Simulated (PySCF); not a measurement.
Cyanoacetylene, C3HN.
SMILES: `C#CC#N`

Theory: BHandHLYP/6-31+G* geometry optimisation, gas phase (PySCF 2.14.0).

Take the most abundant isotopes and a rigid rotor. 

What are the moment of inertia and the rotational constant?

I = 110.044 u·Å², B = 505379 MHz·u·Å²/I = 4593 MHz (0.1532 cm⁻¹, or 0.220 K as hB/k).

List the first levels of a rigid rotor in a Σ state.

E(J) = BJ(J+1): J = 1: 0.306, J = 2: 0.919, J = 3: 1.838, J = 4: 3.064, J = 5: 4.596, J = 6: 6.434 cm⁻¹.

Where do the first rotational lines fall?

The dipole is 4.05 D; J+1 ← J lies at 2B(J+1): 1 ← 0 at 9.19 GHz, 2 ← 1 at 18.37 GHz, 3 ← 2 at 27.56 GHz, 4 ← 3 at 36.74 GHz, 5 ← 4 at 45.93 GHz, 6 ← 5 at 55.11 GHz.

Estimate the classical rotational partition function at 100 K, 200 K and 298.15 K.

Point group C∞v, symmetry number σ = 1; q = kT/(σhB), k/h = 20836.6 MHz/K: 454 at 100 K, 907 at 200 K, 1350 at 298.15 K.

Stationary, but not proved a minimum. Zero-point vibration and centrifugal distortion are left out.

Hardware: one thread of an Arm Neoverse V2, shared host with 192 logical CPUs at a one-minute load of 106. Cost: 6.3 s wall, 0.33 GiB resident at most. That covers the optimisation of the geometry.
